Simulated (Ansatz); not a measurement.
Start from `SC1=CC1` and change one atom or group to get `C1=CC1`.

Ansatz, PBE0-D4/def2-TZVP geometries, multiplicity 1. Each molecule was computed in one conformer, which needn't be the lowest.

```json
{"property": "HOMO–LUMO gap (PBE/def2-TZVPP) / eV", "`SC1=CC1`": "4.58"}
{"property": "HOMO–LUMO gap (B3LYP/def2-TZVPP) / eV", "`SC1=CC1`": "6.21"}
{"property": "HOMO–LUMO gap (PBE0/def2-TZVPP) / eV", "`SC1=CC1`": "6.65"}
{"property": "size of the dipole moment (ωB97M-V/def2-TZVPP) / D", "`SC1=CC1`": "0.50"}
{"property": "HOMO energy (ωB97M-V/def2-TZVPP) / eV", "`SC1=CC1`": "-8.54"}
{"property": "HOMO–LUMO gap (ωB97M-V/def2-TZVPP) / eV", "`SC1=CC1`": "10.74"}
```

Task: What does the change do to each property? (Estimate.)

Result: Computed: 
| property | `C1=CC1` | shift |
| --- | --- | --- |
| HOMO–LUMO gap (PBE/def2-TZVPP) / eV | 5.11 | 0.53 |
| HOMO–LUMO gap (B3LYP/def2-TZVPP) / eV | 6.88 | 0.67 |
| HOMO–LUMO gap (PBE0/def2-TZVPP) / eV | 7.35 | 0.70 |
| size of the dipole moment (ωB97M-V/def2-TZVPP) / D | 0.51 | 0.01 |
| HOMO energy (ωB97M-V/def2-TZVPP) / eV | -9.49 | -0.95 |
| HOMO–LUMO gap (ωB97M-V/def2-TZVPP) / eV | 11.76 | 1.02 |

With PBE0 the HOMO falls by 0.79 eV and the LUMO falls by 0.10 eV, so the gap widens by about 0.69 eV. PBE moves the HOMO by -0.73 eV and ωB97M-V by -0.95 eV. The zero-point energy changes by -0.8 kJ/mol with -3 modes. Dipoles are sizes alone; their direction can turn.

B3LYP here is the variant with VWN-RPA as its local correlation; programs differ in this.
